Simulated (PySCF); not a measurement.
Molecule: `CC(C)=N`, C3H7N.

Geometry:
| atom | x (Å) | y (Å) | z (Å) |
| --- | --- | --- | --- |
| C1 | 1.300 | -0.532 | -0.102 |
| C2 | 0.138 | 0.408 | 0.051 |
| C3 | -1.227 | -0.226 | 0.012 |
| N4 | 0.366 | 1.651 | 0.202 |
| H5 | 1.235 | -1.082 | -1.055 |
| H6 | 1.300 | -1.286 | 0.702 |
| H7 | 2.240 | 0.032 | -0.071 |
| H8 | -2.025 | 0.521 | 0.134 |
| H9 | -1.382 | -0.753 | -0.943 |
| H10 | -1.327 | -0.982 | 0.808 |
| H11 | -0.519 | 2.162 | 0.294 |

Geometry PBE0-D3(BJ)/def2-SVP throughout; GIAO in PySCF, gas phase, one conformer, non-relativistic; equivalent atoms averaged; functional PBE0.

**Question.** How do the shifts δ (against TMS, NH3 at the same level) depend on the basis set? (ppm; last column core-seconds on shared hosts with different chips, so compare them loosely)

**Answer.** 
| basis set | functions | C2 | C3 | C1 | N4 | H11 | H5/H6/H7 | H8/H9/H10 | core-s |
| --- | --- | --- | --- | --- | --- | --- | --- | --- | --- |
| STO-3G | 27 | 130.8 | 29.4 | 26.0 | 279.3 | 11.52 | 1.96 | 1.76 | 1.4 |
| 6-31G | 50 | 168.8 | 31.7 | 27.2 | 332.5 | 10.07 | 2.12 | 2.10 | 2.7 |
| pcSseg-0 | 50 | 185.6 | 35.3 | 31.2 | 393.3 | 10.00 | 2.25 | 2.15 | 2.3 |
| 6-31G* | 70 | 165.4 | 29.8 | 25.6 | 312.5 | 9.22 | 1.85 | 1.75 | 3.5 |
| def2-SVP | 91 | 170.5 | 29.6 | 25.8 | 332.0 | 9.21 | 1.80 | 1.70 | 4.3 |
| cc-pVDZ | 91 | 172.4 | 30.8 | 26.6 | 329.3 | 9.22 | 1.81 | 1.73 | 4.2 |
| pcSseg-1 | 103 | 180.1 | 31.8 | 27.8 | 356.4 | 9.42 | 1.93 | 1.83 | 13 |
| 6-311+G(2d,p) | 150 | 181.3 | 30.9 | 27.0 | 335.5 | 8.82 | 1.94 | 1.91 | 10 |
| aug-cc-pVDZ | 155 | 176.2 | 30.1 | 26.6 | 318.5 | 8.97 | 2.04 | 2.02 | 8.2 |
| def2-TZVP | 166 | 182.8 | 31.7 | 27.6 | 343.2 | 8.89 | 1.94 | 1.90 | 14 |
| IGLO-III | 210 | 187.6 | 32.1 | 28.2 | 345.7 | 8.87 | 1.97 | 1.95 | 12 |
| cc-pVTZ | 218 | 180.4 | 31.4 | 27.3 | 344.2 | 9.07 | 1.93 | 1.90 | 13 |
| pcSseg-2 | 242 | 189.0 | 32.6 | 28.6 | 349.6 | 9.11 | 1.98 | 1.93 | 18 |

**Question.** Which nucleus moves most, in ppm?

**Answer.** N4 (imine nitrogen): from 279.3 ppm with STO-3G to 393.3 ppm with pcSseg-0. The smallest spread is 0.45 ppm, at H8/H9/H10. Proton shifts span only some 12 ppm, so a few tenths of a ppm matter as much there as several ppm in carbon.

**Question.** Taking the largest basis, pcSseg-2 (242 functions), as the yardstick, rank the others by their worst heavy-atom deviation.

**Answer.** IGLO-III 4.0 ppm (210 functions), def2-TZVP 6.4 ppm (166 functions), cc-pVTZ 8.6 ppm (218 functions), pcSseg-1 8.9 ppm (103 functions), 6-311+G(2d,p) 14.1 ppm (150 functions), def2-SVP 18.4 ppm (91 functions), 6-31G 20.2 ppm (50 functions), cc-pVDZ 20.4 ppm (91 functions), aug-cc-pVDZ 31.2 ppm (155 functions), 6-31G* 37.2 ppm (70 functions), pcSseg-0 43.6 ppm (50 functions), STO-3G 70.3 ppm (27 functions).

A small basis that lands close on one nucleus may do so by chance; judge by the trend and by all nuclei.
